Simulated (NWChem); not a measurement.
# One shape, several levels: C3H6F2 (1,3-difluoropropane)

Wanted: a comparison of 6 runs (HF/STO-3G, HF/3-21G, HF/cc-pVDZ, B3LYP/6-31G*, MP2/cc-pVDZ) of C3H6F2 (1,3-difluoropropane). 

Program for the calculation: NWChem 7.3.0.

## (1) The system as given

C3H6F2 has 11 atoms, charge 0, and is taken as a singlet. SMILES: `FCCCF`. The coordinates come from a PBE0-D4/def2-TZVP relaxation. This is one conformer, not always the lowest.

Bond lengths: F1–C2 1.383 Å, C2–C3 1.509 Å, C3–C4 1.507 Å, C4–F5 1.386 Å, C2–H6 1.096 Å, C2–H7 1.093 Å, C3–H8 1.093 Å, C3–H9 1.095 Å, C4–H10 1.095 Å, C4–H11 1.093 Å. Some angles: F1–C2–C3 109.8°, C2–C3–C4 112.4°, C3–C4–F5 110.3°, F1–C2–H6 107.7°, F1–C2–H7 107.9°, C3–C2–H6 111.1°, C3–C2–H7 111.3°, C2–C3–H8 109.6°, C2–C3–H9 109.3°, C4–C3–H8 109.6°.

## (2) Energy and forces at HF/STO-3G (run 1)

test.nw

```
START test
TITLE "C3H6F2"
memory 2200 mb
charge 0

GEOMETRY noautosym nocenter noautoz
  F    -1.964400    1.432700   -0.107100
  C    -0.715300    1.000700    0.300600
  C    -0.375000   -0.298800   -0.387800
  C     0.967500   -0.838200    0.034700
  F     1.975600    0.040200   -0.331200
  H    -0.744500    0.875300    1.388600
  H     0.008000    1.781800    0.054100
  H    -0.388200   -0.154300   -1.471600
  H    -1.138100   -1.046200   -0.147100
  H     1.026200   -0.968100    1.120800
  H     1.173400   -1.798000   -0.445900
END

BASIS spherical bse
  * library STO-3G
END

SCF
  nopen 0
  rhf
  thresh 1e-08
  maxiter 80
END

TASK scf gradient
```

Run with:

```bash
$ nwchem test.nw > test.out
```

Output:

```text
[...]
  functions       =    31
[...]
  wavefunction    = RHF
[...]
         Total SCF energy =   -311.776832617319
      One-electron energy =   -799.772714165538
      Two-electron energy =    303.492339268077
 Nuclear repulsion energy =    184.503542280142
        Time for solution =      1.2s
[...]
                         RHF ENERGY GRADIENTS
    atom               coordinates                        gradient
                 x          y          z           x          y          z
   1 F      -3.712178   2.707410  -0.202390    0.008555  -0.003175   0.003027
   2 C      -1.351721   1.891049   0.568052    0.017191  -0.025913  -0.010135
   3 C      -0.708647  -0.564650  -0.732836    0.024059   0.024448   0.020332
   4 C       1.828310  -1.583968   0.065573   -0.037222   0.001434  -0.004772
   5 F       3.733343   0.075967  -0.625877   -0.004677  -0.004730   0.002310
   6 H      -1.406901   1.654077   2.624074   -0.006009   0.001630  -0.002917
   7 H       0.015118   3.367114   0.102234   -0.008003  -0.000332  -0.001531
   8 H      -0.733592  -0.291585  -2.780921   -0.000284   0.000356  -0.005036
   9 H      -2.150697  -1.977031  -0.277979   -0.002844  -0.005033   0.002232
  10 H       1.939237  -1.829444   2.118005    0.005351   0.004605  -0.002850
  11 H       2.217404  -3.397727  -0.842629    0.003884   0.006710  -0.000659
[...]
```

Run time: 2 s. Hardware: 1 thread of Intel Xeon 6975P-C (Granite Rapids), shared host; peak memory 0.099 GiB.

## (3) Energy and forces at HF/3-21G (run 2)

run.nw

```
start run
memory total 2200 mb

geometry noautosym nocenter noautoz
  F       -1.964400       1.432700      -0.107100
  C       -0.715300       1.000700       0.300600
  C       -0.375000      -0.298800      -0.387800
  C        0.967500      -0.838200       0.034700
  F        1.975600       0.040200      -0.331200
  H       -0.744500       0.875300       1.388600
  H        0.008000       1.781800       0.054100
  H       -0.388200      -0.154300      -1.471600
  H       -1.138100      -1.046200      -0.147100
  H        1.026200      -0.968100       1.120800
  H        1.173400      -1.798000      -0.445900
end

basis spherical bse
  * library 3-21G
end

scf
  thresh 1e-08
  maxiter 80
end

task scf gradient
```

Run with:

```bash
$ nwchem run.nw > run.out
```

Output:

```text
[...]
  functions       =    57
[...]
  wavefunction    = RHF
[...]
         Total SCF energy =   -314.242567690489
      One-electron energy =   -800.268475519085
      Two-electron energy =    301.522365548454
 Nuclear repulsion energy =    184.503542280142
        Time for solution =      1.8s
[...]
                         RHF ENERGY GRADIENTS
    atom               coordinates                        gradient
                 x          y          z           x          y          z
   1 F      -3.712178   2.707410  -0.202390    0.018402  -0.003684   0.007745
   2 C      -1.351721   1.891049   0.568052   -0.019392  -0.010534  -0.016341
   3 C      -0.708647  -0.564650  -0.732836    0.009682   0.010504   0.009276
   4 C       1.828310  -1.583968   0.065573    0.000052   0.022441  -0.011251
   5 F       3.733343   0.075967  -0.625877   -0.011520  -0.015981   0.005681
   6 H      -1.406901   1.654077   2.624074   -0.003019   0.000199   0.009289
   7 H       0.015118   3.367114   0.102234    0.002994   0.009797  -0.002509
   8 H      -0.733592  -0.291585  -2.780921   -0.000154  -0.000149  -0.007688
   9 H      -2.150697  -1.977031  -0.277979   -0.004467  -0.006167   0.001658
  10 H       1.939237  -1.829444   2.118005    0.003307   0.000625   0.009282
  11 H       2.217404  -3.397727  -0.842629    0.004117  -0.007052  -0.005143
[...]
```

It took 2.8 s on 1 thread of Intel Xeon 6975P-C (Granite Rapids), shared host; peak memory 0.096 GiB.

Runs 3 to 4 aren't shown in full; the table further down has their settings and results.

## (4) Energy and forces at B3LYP/6-31G(d) (Cartesian functions) (run 5)

c3h6f2.nw

```
start c3h6f2
title "C3H6F2"
memory 2200 mb
charge 0
geometry noautosym nocenter noautoz
   F     -1.964400     1.432700    -0.107100
   C     -0.715300     1.000700     0.300600
   C     -0.375000    -0.298800    -0.387800
   C      0.967500    -0.838200     0.034700
   F      1.975600     0.040200    -0.331200
   H     -0.744500     0.875300     1.388600
   H      0.008000     1.781800     0.054100
   H     -0.388200    -0.154300    -1.471600
   H     -1.138100    -1.046200    -0.147100
   H      1.026200    -0.968100     1.120800
   H      1.173400    -1.798000    -0.445900
end
basis
   F library 6-31G*
   C library 6-31G*
   H library 6-31G*
end
dft
   xc b3lyp
   mult 1
   grid xfine
   convergence energy 1e-08
   iterations 100
   mulliken
end
task dft gradient
```

Run with:

```bash
$ nwchem c3h6f2.nw > c3h6f2.out
```

Output:

```text
[...]
          Wavefunction type:  closed shell.
          No. of atoms     :    11
          No. of electrons :    42
[...]
          Charge           :     0
          Spin multiplicity:     1
[...]
          AO basis - number of functions:    87
[...]
              XC Information
              --------------
                         B3LYP Method XC Potential
                     Hartree-Fock (Exact) Exchange  0.200
                        Slater Exchange Functional  0.800 local
                    Becke 1988 Exchange Functional  0.720 non-local
              Lee-Yang-Parr Correlation Functional  0.810
                  VWN I RPA Correlation Functional  0.190 local
[...]
 d= 0,ls=0.0,diis     1   -317.4972021777 -5.02D+02  1.65D-02  9.40D-01     3.6
[...]
 d= 0,ls=0.0,diis    10   -317.5953196990 -6.48D-10  8.23D-08  1.46D-10    32.6
         Total DFT energy =     -317.595319698971
      One electron energy =     -803.050176776825
           Coulomb energy =      340.464916371794
    Exchange-Corr. energy =      -39.513601574081
 Nuclear repulsion energy =      184.503542280142
[...]
  wavefunction    = closed shell
                         DFT ENERGY GRADIENTS
    atom               coordinates                        gradient
                 x          y          z           x          y          z
   1 F      -3.712178   2.707410  -0.202390    0.006904  -0.001699   0.002722
   2 C      -1.351721   1.891049   0.568052   -0.000102  -0.004548  -0.002461
   3 C      -0.708647  -0.564650  -0.732836    0.001832   0.002626   0.001283
   4 C       1.828310  -1.583968   0.065573   -0.003403   0.004578  -0.001211
   5 F       3.733343   0.075967  -0.625877   -0.004506  -0.005877   0.002083
   6 H      -1.406901   1.654077   2.624074   -0.001509   0.000413  -0.002170
   7 H       0.015118   3.367114   0.102234   -0.002736  -0.000289  -0.000205
   8 H      -0.733592  -0.291585  -2.780921    0.000240  -0.000330   0.001821
   9 H      -2.150697  -1.977031  -0.277979    0.002051   0.000845   0.000007
  10 H       1.939237  -1.829444   2.118005    0.000918   0.001487  -0.002067
  11 H       2.217404  -3.397727  -0.842629    0.000311   0.002794   0.000199
[...]
```

It took 38 s on 1 thread of Intel Xeon 6975P-C (Granite Rapids), shared host; peak memory 0.15 GiB.

## (5) Energy and forces at MP2/cc-pVDZ (run 6)

job.nw

```
start job
memory 2200 mb
charge 0

geometry units atomic noautosym nocenter noautoz
F   -3.71217800   2.70741062  -0.20238967
C   -1.35172110   1.89104893   0.56805167
C   -0.70864730  -0.56465017  -0.73283579
C    1.82831003  -1.58396844   0.06557350
F    3.73334293   0.07596699  -0.62587729
H   -1.40690110   1.65407728   2.62407370
H    0.01511781   3.36711401   0.10223418
H   -0.73359168  -0.29158474  -2.78092096
H   -2.15069730  -1.97703147  -0.27797871
H    1.93923695  -1.82944386   2.11800504
H    2.21740463  -3.39772757  -0.84262888
end

basis spherical bse
* library cc-pVDZ
end

scf
nopen 0
rhf
thresh 1e-08
maxiter 80
print low
end

mp2
freeze core 5
tight
end

task mp2 gradient
```

Run with:

```bash
$ nwchem job.nw > job.out
```

Output:

```text
[...]
  functions       =   100
[...]
  wavefunction    = RHF
[...]
         Total SCF energy =   -315.981282565009
      One-electron energy =   -802.523052368617
      Two-electron energy =    302.038240806174
 Nuclear repulsion energy =    184.503528997434
        Time for solution =     18.0s
[...]
          Total MP2 energy          -316.772899596833
[...]
                         mp2 ENERGY GRADIENTS
    atom               coordinates                        gradient
                 x          y          z           x          y          z
   1 F      -3.712178   2.707411  -0.202390    0.006765  -0.001630   0.002622
   2 C      -1.351721   1.891049   0.568052    0.001866  -0.001502   0.000658
   3 C      -0.708647  -0.564650  -0.732836   -0.000789   0.000530  -0.001778
   4 C       1.828310  -1.583968   0.065574   -0.001986  -0.000386   0.000855
   5 F       3.733343   0.075967  -0.625877   -0.004205  -0.006000   0.002123
   6 H      -1.406901   1.654077   2.624074   -0.001336   0.001404  -0.006371
   7 H       0.015118   3.367114   0.102234   -0.005934  -0.003242   0.001092
   8 H      -0.733592  -0.291585  -2.780921   -0.000096  -0.001167   0.006421
   9 H      -2.150697  -1.977031  -0.277979    0.005063   0.003959  -0.001409
  10 H       1.939237  -1.829444   2.118005    0.000988   0.001614  -0.006501
  11 H       2.217405  -3.397728  -0.842629   -0.000338   0.006420   0.002288
[...]
```

It took 48 s on 1 thread of Intel Xeon 6975P-C (Granite Rapids), shared host; peak memory 0.42 GiB.

## (6) Overview of the runs

| run | level | iteration cap | module | energy (Eh) | dipole moment (D) | HOMO energy (eV) | LUMO energy (eV) | wall time |
| --- | --- | --- | --- | --- | --- | --- | --- | --- |
| 1 | HF/STO-3G | 80 | scf | -311.776833 | 1.28 | -10.67 | 14.64 | 2 s |
| 2 | HF/3-21G | 80 | scf | -314.242568 | 2.32 | -13.14 | 6.87 | 2.8 s |
| 3 | HF/cc-pVDZ | 80 | scf | -315.981283 | 2.20 | -13.33 | 4.78 | 22 s |
| 4 | B3LYP/6-31G* (spherical functions) | 100 | dft | -317.590972 | 1.76 | -8.65 | 2.31 | 37 s |
| 5 | B3LYP/6-31G* (Cartesian functions) | 100 | dft | -317.595320 | 1.76 | -8.66 | 2.30 | 38 s |
| 6 | MP2/cc-pVDZ | 80 | mp2 | -316.772900 | 1.84 | – | – | 48 s |

## (7) What came out

| quantity | value |
| --- | --- |
| run 6: total energy | -316.77290 Eh |
| run 6: dipole moment (of the density that the program reports) | 1.84 D |
| run 6: correlation energy (5 core orbitals frozen) | -791.6 mEh |
| run 6: largest force on an atom | 0.392 eV/Å |

The dipole moment (its size) runs from 1.28 D (HF/STO-3G) to 2.32 D (HF/3-21G). Over runs 1, 2, 3, 4, 5 the HOMO–LUMO gap runs from 10.96 eV (B3LYP/6-31G*) to 25.30 eV (HF/STO-3G). The two ends differ in method and basis. In run 1 the basis is minimal, so the values are rough. All runs together took 2.5 min, the longest 48 s.
